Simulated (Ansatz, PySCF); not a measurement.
Species: NH₃ (charge 0, singlet). SMILES: N
Geometry from a B3LYP-D3(BJ)/def2-TZVP (Ansatz, a program for electronic structure) optimisation:
```xyz
4

N      0.0022    -0.0038     0.1116
H     -0.0020     0.9512    -0.2281
H      0.8095    -0.4644    -0.2929
H     -0.8232    -0.4600    -0.2599
```
Charge 0, spin multiplicity 1.

Wanted: atomisation energy (electronic, to ground-state atoms), in kJ/mol. Correlated levels leave the core frozen unless marked. UHF or UKS for open shells. No spin-orbit coupling. No relativistic terms. The coupled-cluster limit lacks core correlation, which all-electron functionals hold. CBS(X,Y): correlation extrapolated as X^-3; Hartree-Fock from the larger set (for Q and 5 zeta extrapolated as (X+1)exp(-9√X)).

```tsv
level	program	atomisation energy (kJ/mol)
HF/aug-cc-pVTZ	Ansatz	839.2
HF-D4/def2-TZVPD	PySCF + dftd4	838.4
```

### Question
Estimate the value at CCSD(T)/CBS(cc-pVQZ,cc-pV5Z) as computed with Ansatz.

### Answer
1244.8 kJ/mol, so HF-D4/def2-TZVPD differs from it by -406.4 kJ/mol.
